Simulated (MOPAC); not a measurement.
MOPAC input (MNDO):

```
MNDO PRECISE GNORM=0.05 LET XYZ UHF MS=0.5 GEO-OK AUX(PRECISION=9) THREADS=1
CH2F

C    -0.01056978 1    0.49778310 1    0.42770843 1
F     0.01210757 1   -0.48553006 1   -0.48251610 1
H    -0.98026178 1    0.69384468 1    0.86184822 1
H     0.93471233 1    0.68922727 1    0.91454611 1
```

Output:

```
 *******************************************************************************
 **                                                                           **
 **                              MOPAC v23.2.5                                **
 **                                                                           **
 *******************************************************************************
 ** MOPAC's Digital Object Identifier: https://doi.org/10.5281/zenodo.6511958 **
 **                                                                           **
 ** Please cite the open-source release paper for use of this MOPAC version:  **
 ** J. E. Moussa and J. J. P. Stewart (2026)                                  **
 ** MOPAC: An open-source semiempirical molecular orbital program             **
 ** J. Open Source Softw., 11(119), 8025, https://doi.org/10.21105/joss.08025 **
 *******************************************************************************

                              MNDO CALCULATION RESULTS

 *******************************************************************************
 *  MNDO       - The MNDO Hamiltonian to be used
 *  GEO-OK     - OVERRIDE INTERATOMIC DISTANCE AND OTHER SAFETY CHECKS
 *  UHF        - UNRESTRICTED HARTREE-FOCK CALCULATION
 *  MS=        - IN MECI, MAGNETIC COMPONENT OF SPIN =  0.5
 *  LET        - OVERRIDE SOME SAFETY CHECKS
 *  PRECISE    - TIGHTER CRITERIA TO BE USED
 *  XYZ        - CARTESIAN COORDINATE SYSTEM TO BE USED
 *  GNORM      - EXIT WHEN GRADIENT NORM DROPS BELOW 0.050
 *  AUX        - OUTPUT AUXILIARY INFORMATION
 *******************************************************************************
MNDO PRECISE GNORM=0.05 LET XYZ UHF MS=0.5 GEO-OK AUX(PRECISION=9) THREADS=1
 CH2F

   ATOM   CHEMICAL          X               Y               Z
  NUMBER   SYMBOL      (ANGSTROMS)     (ANGSTROMS)     (ANGSTROMS)

     1       C         -0.01056978  *   0.49778310  *   0.42770843  *
     2       F          0.01210757  *  -0.48553006  *  -0.48251610  *
     3       H         -0.98026178  *   0.69384468  *   0.86184822  *
     4       H          0.93471233  *   0.68922727  *   0.91454611  *

          CARTESIAN COORDINATES

    NO.       ATOM           X           Y           Z

     1         C         -0.0106      0.4978      0.4277
     2         F          0.0121     -0.4855     -0.4825
     3         H         -0.9803      0.6938      0.8618
     4         H          0.9347      0.6892      0.9145

  H: (MNDO): M.J.S. DEWAR, W. THIEL, J. AM. CHEM. SOC., 99, 4899, (1977)
  C: (MNDO): M.J.S. DEWAR, W. THIEL, J. AM. CHEM. SOC., 99, 4899, (1977)
  F: (MNDO): M.J.S. DEWAR, H.S. RZEPA, J. AM. CHEM. SOC., 100, 777, (1978)

           Empirical Formula: C H2 F  =     4 atoms

      MOLECULAR POINT GROUP   :   Cs

          UHF CALCULATION, NO. OF ALPHA ELECTRONS =    7
                           NO. OF BETA  ELECTRONS =    6

          Geometry optimization using EF

          DIAGONAL MATRIX USED AS START HESSIAN

 CYCLE:     1  GRAD.:    85.526 HEAT: -31.93272
 CYCLE:     2  GRAD.:  1254.973 HEAT:  52.13665
 CYCLE:     3  GRAD.:    51.527 HEAT: -33.59502
 CYCLE:     4  GRAD.:   154.255 HEAT: -27.50382
 CYCLE:     5  GRAD.:    21.668 HEAT: -34.34784
 CYCLE:     6  GRAD.:    10.295 HEAT: -34.42281
 CYCLE:     7  GRAD.:     6.547 HEAT: -34.43649
 CYCLE:     8  GRAD.:     0.403 HEAT: -34.44420
 CYCLE:     9  GRAD.:     2.400 HEAT: -34.44296
 CYCLE:    10  GRAD.:     0.282 HEAT: -34.44419
 CYCLE:    11  GRAD.:     0.143 HEAT: -34.44432
 CYCLE:    12  GRAD.:     0.035 HEAT: -34.44432

     GRADIENT =  0.03541 IS LESS THAN CUTOFF =  0.05000

 -------------------------------------------------------------------------------
 MNDO PRECISE GNORM=0.05 LET XYZ UHF MS=0.5 GEO-OK AUX(PRECISION=9) THREADS=1
 CH2F

     GEOMETRY OPTIMISED USING EIGENVECTOR FOLLOWING (EF).
     SCF FIELD WAS ACHIEVED

                              MNDO CALCULATION
                                                       MOPAC v23.2.5 Linux

          FINAL HEAT OF FORMATION =        -34.44432 KCAL/MOL =    -144.11504 KJ/MOL

          COSMO AREA              =         61.80 SQUARE ANGSTROMS
          COSMO VOLUME            =         43.53 CUBIC ANGSTROMS

          GRADIENT NORM           =          0.03541          =       0.01770 PER ATOM
          IONIZATION POTENTIAL    =          9.672209 EV
          ALPHA SOMO LUMO (EV)    =         -9.672  3.611
          BETA  SOMO LUMO (EV)    =        -13.275  1.092
          NO. OF ALPHA ELECTRONS  =          7
          NO. OF BETA  ELECTRONS  =          6
          MOLECULAR WEIGHT        =         33.0252         POINT GROUP:  C2v

          MOLECULAR DIMENSIONS (Angstroms)

            Atom       Atom       Distance
            H     4    F     2     2.05967
            F     2    H     3     1.69021
            C     1    H     3     0.00026

          SCF CALCULATIONS        =         13

   ATOM   CHEMICAL          X               Y               Z
  NUMBER   SYMBOL      (ANGSTROMS)     (ANGSTROMS)     (ANGSTROMS)

     1       C         -0.01177611  *   0.42185348  *   0.46491380  *
     2       F          0.01245061  *  -0.46387199  *  -0.49311426  *
     3       H         -0.97447023  *   0.77787574  *   0.82075595  *
     4       H          0.93159576  *   0.77328063  *   0.87321544  *

                             CARTESIAN COORDINATES

   1    C       -0.011776105     0.421853483     0.464913797
   2    F        0.012450612    -0.463871986    -0.493114259
   3    H       -0.974470232     0.777875743     0.820755950
   4    H        0.931595763     0.773280635     0.873215440

           Empirical Formula: C H2 F  =     4 atoms

      MOLECULAR POINT GROUP   :   C2v

          ALPHA EIGENVALUES
 -47.24956 -26.55014 -17.90913 -17.82539 -17.01255 -13.38804  -9.67221   3.61111
   4.09228   5.54450

           BETA EIGENVALUES
 -46.71482 -25.25255 -17.70101 -17.69102 -16.02356 -13.27490   1.09244   4.40049
   4.46172   6.18663

              NET ATOMIC CHARGES AND DIPOLE CONTRIBUTIONS

  ATOM NO.   TYPE          CHARGE      No. of ELECS.   s-Pop       p-Pop
    1          C           0.024098        3.9759     1.25152     2.72438
    2          F          -0.168123        7.1681     1.86911     5.29902
    3          H           0.072012        0.9280     0.92799
    4          H           0.072013        0.9280     0.92799
 DIPOLE           X         Y         Z       TOTAL
 POINT-CHG.    -0.026     0.960     1.038     1.414
 HYBRID        -0.002     0.088     0.095     0.130
 SUM           -0.029     1.048     1.133     1.544

          ATOMIC ORBITAL ELECTRON POPULATIONS

     Atom    s        px        py        pz
    1  C   1.25152   0.92317   0.91541   0.88581
    2  F   1.86911   1.97025   1.68367   1.64509
    3  H   0.92799
    4  H   0.92799

                    (SZ)    =    0.500000
                    (S**2)  =    0.756651

          ATOMIC ORBITAL SPIN POPULATIONS

    Atom   Total    s     px     py     pz
         Atomic
    1  C  1.0336  0.054  0.048  0.501  0.431
    2  F  0.0705  0.004  0.002  0.037  0.028
    3  H -0.0521 -0.052
    4  H -0.0521 -0.052

 **********************
 *                    *
 * JOB ENDED NORMALLY *
 *                    *
 **********************

 == MOPAC DONE ==
```

The geometry given is a B3LYP-D3(BJ)/def2-TZVP minimum.
